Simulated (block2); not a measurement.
# NClO (nitrosyl chloride), step by step

Wanted: a series of 12 runs (DMRG/STO-6G) of ClNO. The setting varied is the bond dimension. Input form: a Python script.

The results are computed with block2 0.5.4.

2 further runs of the same task are left out: 2 set aside as unsound or not needed.

## Step 1: The structure to begin with

The species is NClO (3 atoms), meant as a singlet with charge 0. SMILES: `O=NCl`. Geometry: relaxed at PBE0-D4/def2-TZVP.

Bond lengths: O1–N2 1.127 Å, N2–Cl3 1.944 Å. Angles: O1–N2–Cl3 113.9°.

## Step 2: A single-point energy at DMRG/STO-6G (start occupation bias 0.2) (run 2)

The input, job.py:

```python
import numpy as np
from pyscf import gto, scf
from pyblock2._pyscf.ao2mo import integrals as itg
from pyblock2.driver.core import DMRGDriver, SymmetryTypes

geom = """
O      1.000080    -0.338330     0.513880
N      0.052050    -0.599550    -0.035840
Cl    -1.052130     0.937900    -0.478040
"""
mol = gto.M(
    atom=geom,
    basis="sto-6g",
    charge=0,
    verbose=4,
)
print("basis functions          = %d" % (mol.nao))
mf = scf.RHF(mol)
mf.conv_tol = 1e-10
mf.max_cycle = 200
mf.kernel()
if not mf.converged:
    mf = mf.newton().run(mf.mo_coeff, mf.mo_occ)
print("E(HF)                    = %.10f" % (mf.e_tot))
ncas, n_elec, spin, ecore, h1e, g2e, orb_sym = itg.get_rhf_integrals(mf, ncore=7, ncas=12, pg_symm=False, g2e_symm=1)
driver = DMRGDriver(scratch="./tmp", symm_type=SymmetryTypes.SU2, stack_mem=1500 << 20, n_threads=1)
# order the orbitals along the chain
idx = driver.orbital_reordering(h1e, g2e, method="fiedler")
print("orbital order:", idx.tolist())
h1e = h1e[np.ix_(idx, idx)]
g2e = g2e[np.ix_(idx, idx, idx, idx)]
orb_sym = np.array(orb_sym)[idx]
driver.initialize_system(n_sites=ncas, n_elec=n_elec, spin=spin, orb_sym=orb_sym)
mpo = driver.get_qc_mpo(h1e=h1e, g2e=g2e, ecore=ecore, iprint=1)
occs = np.array([1.8] * 9 + [0.2] * 3)[idx]
ket = driver.get_random_mps(tag="GS", bond_dim=5, nroots=1, occs=occs)
bond_dims = [5] * 3 + [10] * 4
noises = [0.0001] * 3 + [1e-05] * 4 + [0]
thrds = [1e-08] * 7
e = driver.dmrg(mpo, ket, n_sweeps=13, tol=1e-06, bond_dims=bond_dims, noises=noises, thrds=thrds, iprint=1)
ms, dws, es = driver.get_dmrg_results()
print("discarded weight         = %.3e" % (dws[-1]))
print(f"E(final)                 = {e:.10f}")
csf, coef = driver.get_csf_coefficients(ket, cutoff=0.05, iprint=1)
print("leading coefficient squared = %.4f" % (np.max(np.abs(coef)) ** 2))
```

On the command line:

```console
$ python job.py
```

The log of the run:

```text
[INPUT] verbose = 4
[INPUT] num. atoms = 3
[INPUT] num. electrons = 32
[INPUT] charge = 0
[INPUT] spin (= nelec alpha-beta = 2S) = 0
[INPUT] symmetry False subgroup None
[INPUT] Mole.unit = angstrom
[INPUT] Symbol           X                Y                Z      unit          X                Y                Z       unit  Magmom
[INPUT]  1 O      1.000080000000  -0.338330000000   0.513880000000 AA    1.889877302655  -0.639351039724   0.971092460891 Bohr   0.0
[INPUT]  2 N      0.052050000000  -0.599550000000  -0.035840000000 AA    0.098360244784  -1.132985297983  -0.067727784304 Bohr   0.0
[INPUT]  3 Cl    -1.052130000000   0.937900000000  -0.478040000000 AA   -1.988237547439   1.772374132230  -0.903364676587 Bohr   0.0

[... 52 lines left out ...]
converged SCF energy = -586.697505126614
[... 2 lines left out ...]
integral symmetrize error =  0.0
integral cutoff error =  0.0
[... 41 lines left out ...]
Sweep =    7 | Direction = backward | Bond dimension =   10 | Noise =  0.00e+00 | Dav threshold =  1.00e-07
Time elapsed =      0.754 | E =    -586.8624056190 | DE = -5.95e-05 | DW = 5.94818e-04

Sweep =    8 | Direction =  forward | Bond dimension =   10 | Noise =  0.00e+00 | Dav threshold =  1.00e-07
Time elapsed =      0.867 | E =    -586.8624053785 | DE = 2.41e-07 | DW = 5.95116e-04

discarded weight         = 5.951e-04
E(final)                 = -586.8624053785
mps center changed (temporarily)
DTRIE T =      0.001
Number of CSF =          8 (cutoff =      0.05)
Sum of weights of included CSF =    0.968801273256076

CSF          0 222220222002  =   -0.936149055657483
CSF          1 222202222002  =    0.204232177031714
CSF          2 222220222020  =    0.157584771167583
CSF          3 22222+-220+-  =    0.101633599896831
CSF          4 2222202+2-+-  =    0.075871805039803
CSF          5 22222+-22002  =   -0.063002027838262
CSF          6 +222-2222002  =    0.054603766280114
CSF          7 22222+-+2-02  =    0.053345387588182
leading coefficient squared = 0.8764
```

Wall time 2.1 s (1 thread of Arm Neoverse V1, shared host); peak memory 0.23 GiB.

## Step 3: The energy at DMRG/STO-6G (start occupation bias 0.2) (run 3)

The input, job.py:

```python
import numpy as np
from pyscf import gto, scf
from pyblock2._pyscf.ao2mo import integrals as itg
from pyblock2.driver.core import DMRGDriver, SymmetryTypes

geom = """
O      1.000080    -0.338330     0.513880
N      0.052050    -0.599550    -0.035840
Cl    -1.052130     0.937900    -0.478040
"""
mol = gto.M(
    atom=geom,
    basis="sto-6g",
    spin=0,
    verbose=3,
)
print("basis functions = %d" % (mol.nao))
mf = scf.RHF(mol)
mf.conv_tol = 1e-10
mf.max_cycle = 200
mf.kernel()
if not mf.converged:
    mf = mf.newton().run(mf.mo_coeff, mf.mo_occ)
print(f"SCF energy = {mf.e_tot:.10f}")
ncas, n_elec, spin, ecore, h1e, g2e, orb_sym = itg.get_rhf_integrals(mf, ncore=7, ncas=12, pg_symm=False, g2e_symm=1)
drv = DMRGDriver(scratch="./tmp", symm_type=SymmetryTypes.SU2, stack_mem=1500 << 20, n_threads=1)
idx = drv.orbital_reordering(h1e, g2e, method="fiedler")
print("orbital order:", idx.tolist())
h1e = h1e[np.ix_(idx, idx)]
g2e = g2e[np.ix_(idx, idx, idx, idx)]
orb_sym = np.array(orb_sym)[idx]
drv.initialize_system(n_sites=ncas, n_elec=n_elec, spin=spin, orb_sym=orb_sym)
mpo = drv.get_qc_mpo(h1e=h1e, g2e=g2e, ecore=ecore, iprint=1)
occs = np.array([1.8] * 9 + [0.2] * 3)[idx]
mps = drv.get_random_mps(tag="GS", bond_dim=10, nroots=1, occs=occs)
bond_dims = [10] * 3 + [20] * 4
noises = [0.0001] * 3 + [1e-05] * 4 + [0]
thrds = [1e-08] * 7
e = drv.dmrg(mpo, mps, n_sweeps=13, tol=1e-06, bond_dims=bond_dims, noises=noises, thrds=thrds, iprint=1)
ms, dws, es = drv.get_dmrg_results()
print("discarded weight = %.3e" % (dws[-1]))
print("E(final) = %.10f" % (e))
csf, coef = drv.get_csf_coefficients(mps, cutoff=0.05, iprint=1)
print("leading coefficient squared = %.4f" % (np.max(np.abs(coef)) ** 2))
```

On the command line:

```console
$ python job.py
```

The log of the run:

```text
basis functions = 19
converged SCF energy = -586.697505126614
SCF energy = -586.6975051266
orbital order: [6, 7, 1, 2, 8, 10, 3, 5, 0, 11, 9, 4]
integral symmetrize error =  0.0
integral cutoff error =  0.0
mpo terms =      12247

[... 39 lines left out ...]
Sweep =    7 | Direction = backward | Bond dimension =   20 | Noise =  0.00e+00 | Dav threshold =  1.00e-07
Time elapsed =      1.337 | E =    -586.8693972908 | DE = -3.81e-05 | DW = 1.37491e-04

Sweep =    8 | Direction =  forward | Bond dimension =   20 | Noise =  0.00e+00 | Dav threshold =  1.00e-07
Time elapsed =      1.538 | E =    -586.8693982181 | DE = -9.27e-07 | DW = 1.37309e-04

discarded weight = 1.373e-04
E(final) = -586.8693982181
mps center changed (temporarily)
DTRIE T =      0.001
Number of CSF =          9 (cutoff =      0.05)
Sum of weights of included CSF =    0.960661586381125

CSF          0 222220222002  =   -0.931112208927767
CSF          1 222202222002  =    0.196761385126860
CSF          2 222220222020  =    0.155262809806795
CSF          3 22222+-220+-  =    0.101483600545195
CSF          4 2222202+2-+-  =    0.075960345066297
CSF          5 2+22+-2220-2  =   -0.068842726581887
CSF          6 22222+-22002  =   -0.066503485032476
CSF          7 22222+-+2-02  =    0.053316474221541
CSF          8 +222-2222002  =    0.052881772193451
leading coefficient squared = 0.8670
```

It took 2.8 s on 1 thread of Arm Neoverse V1, shared host; peak memory 0.23 GiB.

Runs 4 to 12 aren't shown in full; the table further down has their settings and results.

## Step 4: The doublet cation: a single-point energy at DMRG/STO-6G (start occupation bias 0.2) (run 13)

The input, dmrg.py:

```python
import numpy as np
from pyscf import gto, scf
from pyblock2._pyscf.ao2mo import integrals as itg
from pyblock2.driver.core import DMRGDriver, SymmetryTypes

geom = """
O      1.000080    -0.338330     0.513880
N      0.052050    -0.599550    -0.035840
Cl    -1.052130     0.937900    -0.478040
"""
mol = gto.M(
    atom=geom,
    basis="sto-6g",
    charge=1,
    spin=1,
    verbose=3,
)
print("nao                           : %d" % (mol.nao))
mf = scf.ROHF(mol)
mf.conv_tol = 1e-10
mf.max_cycle = 200
mf.kernel()
if not mf.converged:
    mf = mf.newton().run(mf.mo_coeff, mf.mo_occ)
print("E(HF)                         : %.10f" % (mf.e_tot))
ncas, n_elec, spin, ecore, h1e, g2e, orb_sym = itg.get_rhf_integrals(mf, ncore=7, ncas=12, pg_symm=False, g2e_symm=1)
driver = DMRGDriver(scratch="./tmp", symm_type=SymmetryTypes.SU2, stack_mem=1500 << 20, n_threads=1)
idx = driver.orbital_reordering(h1e, g2e, method="fiedler")
print("orbital order:", idx.tolist())
h1e = h1e[np.ix_(idx, idx)]
g2e = g2e[np.ix_(idx, idx, idx, idx)]
orb_sym = np.array(orb_sym)[idx]
driver.initialize_system(n_sites=ncas, n_elec=n_elec, spin=spin, orb_sym=orb_sym)
mpo = driver.get_qc_mpo(h1e=h1e, g2e=g2e, ecore=ecore, iprint=1)
occs = np.array([1.8] * 8 + [1.0] * 1 + [0.2] * 3)[idx]
ket = driver.get_random_mps(tag="GS", bond_dim=37, nroots=1, occs=occs)
bond_dims = [37] * 3 + [75] * 4
noises = [0.0001] * 3 + [1e-05] * 4 + [0]
thrds = [1e-09] * 7
e = driver.dmrg(mpo, ket, n_sweeps=13, tol=1e-06, bond_dims=bond_dims, noises=noises, thrds=thrds, iprint=1)
ms, dws, es = driver.get_dmrg_results()
print("max discarded weight          : %.3e" % (dws[-1]))
print("total energy                  : %.10f" % (e))
dm1 = driver.get_1pdm(ket)
print("NOONs                         :", np.round(np.linalg.eigvalsh(dm1)[::-1], 5).tolist())
c_act = mf.mo_coeff[:, 7:19][:, idx]
dm_ao = c_act @ dm1 @ c_act.T + 2 * mf.mo_coeff[:, :7] @ mf.mo_coeff[:, :7].T
print("dipole moment (debye)         :", np.round(scf.hf.dip_moment(mol, dm_ao, verbose=0), 4).tolist())
print("max block entropy             : %.4f" % (max(driver.get_bipartite_entanglement(ket))))
```

On the command line:

```console
$ python dmrg.py
```

The log of the run:

```text
nao                           : 19
SCF not converged.
SCF energy = -586.351592245235
converged SCF energy = -586.36272968228
E(HF)                         : -586.3627296823
orbital order: [8, 6, 1, 7, 2, 10, 3, 5, 0, 11, 9, 4]
integral symmetrize error =  0.0
integral cutoff error =  0.0
mpo terms =      12255

[... 33 lines left out ...]
Sweep =    5 | Direction = backward | Bond dimension =   75 | Noise =  1.00e-05 | Dav threshold =  1.00e-09
Time elapsed =      5.881 | E =    -586.5513479841 | DE = -6.03e-05 | DW = 5.10423e-05

Sweep =    6 | Direction =  forward | Bond dimension =   75 | Noise =  1.00e-05 | Dav threshold =  1.00e-09
Time elapsed =      7.287 | E =    -586.5513850675 | DE = -3.71e-05 | DW = 5.19116e-05

Sweep =    7 | Direction = backward | Bond dimension =   75 | Noise =  0.00e+00 | Dav threshold =  1.00e-07
Time elapsed =      8.364 | E =    -586.5513930379 | DE = -7.97e-06 | DW = 5.21906e-05

Sweep =    8 | Direction =  forward | Bond dimension =   75 | Noise =  0.00e+00 | Dav threshold =  1.00e-07
Time elapsed =      9.451 | E =    -586.5513934885 | DE = -4.51e-07 | DW = 5.22380e-05

max discarded weight          : 5.224e-05
total energy                  : -586.5513934885
NOONs                         : [1.99815, 1.99601, 1.98759, 1.98386, 1.97527, 1.96082, 1.92919, 1.9135, 1.02187, 0.10723, 0.09857, 0.02795]
dipole moment (debye)         : [0.3858, -0.0344, 0.2086]
max block entropy             : 0.8471
```

Wall time 12 s (1 thread of Arm Neoverse V1, shared host); peak memory 0.27 GiB.

## Step 5: The doublet cation: a single-point energy at DMRG/STO-6G (start occupation bias 0.2) (run 14)

The input, block2_dmrg.py:

```python
import numpy as np
from pyscf import gto, scf
from pyblock2._pyscf.ao2mo import integrals as itg
from pyblock2.driver.core import DMRGDriver, SymmetryTypes

geom = """
O      1.000080    -0.338330     0.513880
N      0.052050    -0.599550    -0.035840
Cl    -1.052130     0.937900    -0.478040
"""
mol = gto.M(
    atom=geom,
    basis="sto-6g",
    charge=1,
    spin=1,
    verbose=4,
    max_memory=2000,
)
print("basis functions               : %d" % (mol.nao))
mf = scf.ROHF(mol)
mf.conv_tol = 1e-10
mf.max_cycle = 200
mf.kernel()
if not mf.converged:
    mf = mf.newton().run(mf.mo_coeff, mf.mo_occ)
print(f"SCF energy                    : {mf.e_tot:.10f}")
ncas, n_elec, spin, ecore, h1e, g2e, orb_sym = itg.get_rhf_integrals(mf, ncore=7, ncas=12, pg_symm=False, g2e_symm=1)
dmrg = DMRGDriver(scratch="./tmp", symm_type=SymmetryTypes.SU2, stack_mem=1500 << 20, n_threads=1)
idx = dmrg.orbital_reordering(h1e, g2e, method="fiedler")
print("orbital order:", idx.tolist())
h1e = h1e[np.ix_(idx, idx)]
g2e = g2e[np.ix_(idx, idx, idx, idx)]
orb_sym = np.array(orb_sym)[idx]
dmrg.initialize_system(n_sites=ncas, n_elec=n_elec, spin=spin, orb_sym=orb_sym)
mpo = dmrg.get_qc_mpo(h1e=h1e, g2e=g2e, ecore=ecore, iprint=1)
occs = np.array([1.8] * 8 + [1.0] * 1 + [0.2] * 3)[idx]
psi = dmrg.get_random_mps(tag="GS", bond_dim=50, nroots=1, occs=occs)
bond_dims = [50] * 3 + [100] * 4
noises = [0.0001] * 3 + [1e-05] * 4 + [0]
thrds = [1e-09] * 7
e = dmrg.dmrg(mpo, psi, n_sweeps=13, tol=1e-06, bond_dims=bond_dims, noises=noises, thrds=thrds, iprint=1)
ms, dws, es = dmrg.get_dmrg_results()
print("discarded weight              : %.3e" % (dws[-1]))
print("E(final)                      : %.10f" % (e))
dm1 = dmrg.get_1pdm(psi)
print("occupation numbers            :", np.round(np.linalg.eigvalsh(dm1)[::-1], 5).tolist())
c_act = mf.mo_coeff[:, 7:19][:, idx]
dm_ao = c_act @ dm1 @ c_act.T + 2 * mf.mo_coeff[:, :7] @ mf.mo_coeff[:, :7].T
print("dipole moment (debye)         :", np.round(scf.hf.dip_moment(mol, dm_ao, verbose=0), 4).tolist())
print(f"max block entropy             : {max(dmrg.get_bipartite_entanglement(psi)):.4f}")
```

On the command line:

```console
$ python block2_dmrg.py
```

The log of the run:

```text
[INPUT] verbose = 4
[INPUT] num. atoms = 3
[INPUT] num. electrons = 31
[INPUT] charge = 1
[INPUT] spin (= nelec alpha-beta = 2S) = 1
[INPUT] symmetry False subgroup None
[INPUT] Mole.unit = angstrom
[INPUT] Symbol           X                Y                Z      unit          X                Y                Z       unit  Magmom
[INPUT]  1 O      1.000080000000  -0.338330000000   0.513880000000 AA    1.889877302655  -0.639351039724   0.971092460891 Bohr   0.0
[INPUT]  2 N      0.052050000000  -0.599550000000  -0.035840000000 AA    0.098360244784  -1.132985297983  -0.067727784304 Bohr   0.0
[INPUT]  3 Cl    -1.052130000000   0.937900000000  -0.478040000000 AA   -1.988237547439   1.772374132230  -0.903364676587 Bohr   0.0

[... 428 lines left out ...]
SCF not converged.
SCF energy = -586.351592245235
[... 53 lines left out ...]
converged SCF energy = -586.36272968228
SCF energy                    : -586.3627296823
[... 1 line left out ...]
integral symmetrize error =  0.0
integral cutoff error =  0.0
[... 35 lines left out ...]
Sweep =    5 | Direction = backward | Bond dimension =  100 | Noise =  1.00e-05 | Dav threshold =  1.00e-09
Time elapsed =      9.343 | E =    -586.5515247833 | DE = -3.33e-05 | DW = 2.67355e-05

Sweep =    6 | Direction =  forward | Bond dimension =  100 | Noise =  1.00e-05 | Dav threshold =  1.00e-09
Time elapsed =     11.666 | E =    -586.5515342751 | DE = -9.49e-06 | DW = 2.71571e-05

Sweep =    7 | Direction = backward | Bond dimension =  100 | Noise =  0.00e+00 | Dav threshold =  1.00e-07
Time elapsed =     13.284 | E =    -586.5515360006 | DE = -1.73e-06 | DW = 2.58477e-05

Sweep =    8 | Direction =  forward | Bond dimension =  100 | Noise =  0.00e+00 | Dav threshold =  1.00e-07
Time elapsed =     14.878 | E =    -586.5515361906 | DE = -1.90e-07 | DW = 2.58368e-05

discarded weight              : 2.584e-05
E(final)                      : -586.5515361906
occupation numbers            : [1.99815, 1.99599, 1.98711, 1.98375, 1.97522, 1.96066, 1.92893, 1.91337, 1.02211, 0.10787, 0.09878, 0.02807]
dipole moment (debye)         : [0.3844, -0.0336, 0.2079]
max block entropy             : 0.8532
```

Wall time 17 s (1 thread of Arm Neoverse V1, shared host); peak memory 0.29 GiB.

## Step 6: All runs side by side

| run | bond dimension | bond dims | partner | energy (Eh) | wall time |
| --- | --- | --- | --- | --- | --- |
| 2 | 10 | (5, 10) | base | -586.862405 | 2.1 s |
| 3 | 20 | (10, 20) | base | -586.869398 | 2.8 s |
| 4 | 35 | (17, 35) | base | -586.873111 | 3.9 s |
| 5 | 50 | (25, 50) | base | -586.873481 | 5.4 s |
| 6 | 75 | (37, 75) | base | -586.873630 | 7.5 s |
| 7 | 100 | (50, 100) | base | -586.873648 | 9 s |
| 9 | 10 | (5, 10) | cation | -586.531641 | 3.6 s |
| 10 | 20 | (10, 20) | cation | -586.542578 | 4.8 s |
| 11 | 35 | (17, 35) | cation | -586.549871 | 6 s |
| 12 | 50 | (25, 50) | cation | -586.550861 | 9 s |
| 13 | 75 | (37, 75) | cation | -586.551393 | 12 s |
| 14 | 100 | (50, 100) | cation | -586.551536 | 17 s |

Convergence of the total energy of singlet NClO with the bond dimension, against the last point:

| bond dimension | from the last (mEh) | wall time |
| --- | --- | --- |
| 10 | +11.242 | 2.1 s |
| 20 | +4.249 | 2.8 s |
| 35 | +0.537 | 3.9 s |
| 50 | +0.166 | 5.4 s |
| 75 | +0.017 | 7.5 s |
| 100 | +0.000 | 9 s |

Convergence of the vertical ionisation energy (to the doublet cation) of singlet NClO with the bond dimension, against the last point:

| bond dimension | from the last (eV) | wall time |
| --- | --- | --- |
| 10 | +0.2354 | 5.8 s |
| 20 | +0.1281 | 7.7 s |
| 35 | +0.0307 | 9.9 s |
| 50 | +0.0139 | 14 s |
| 75 | +0.0034 | 19 s |
| 100 | +0.0000 | 26 s |

## Step 7: Summary of results

| quantity | value |
| --- | --- |
| doublet cation, run 14: total energy | -586.55154 Eh |
| vertical ionisation energy (to the doublet cation) (run 2, bond dimension 10) | 9.001 eV |
| vertical ionisation energy (to the doublet cation) (run 3, bond dimension 20) | 8.893 eV |
| vertical ionisation energy (to the doublet cation) (run 4, bond dimension 35) | 8.796 eV |
| vertical ionisation energy (to the doublet cation) (run 5, bond dimension 50) | 8.779 eV |
| vertical ionisation energy (to the doublet cation) (run 6, bond dimension 75) | 8.769 eV |
| vertical ionisation energy (to the doublet cation) (run 7, bond dimension 100) | 8.765 eV |

**Reading.** For the total energy of singlet NClO to stay within 10 mEh of the last point, 20 is the first point of the series from which all later ones do (2.8 s against 9 s). For the total energy of singlet NClO to stay within 2 mEh of the last point, 35 is the first point of the series from which all later ones do (3.9 s against 9 s). For the vertical ionisation energy (to the doublet cation) of singlet NClO to stay within 0.1 eV of the last point, 35 is the first point of the series from which all later ones do (9.9 s against 26 s). For the vertical ionisation energy (to the doublet cation) of singlet NClO to stay within 0.02 eV of the last point, 50 is the first point of the series from which all later ones do (14 s against 26 s). In runs 2, 3, 4, 5, 6, 7, 9, 10 and more the basis is minimal, so the values are rough. All runs together took 83 s, the longest 17 s.
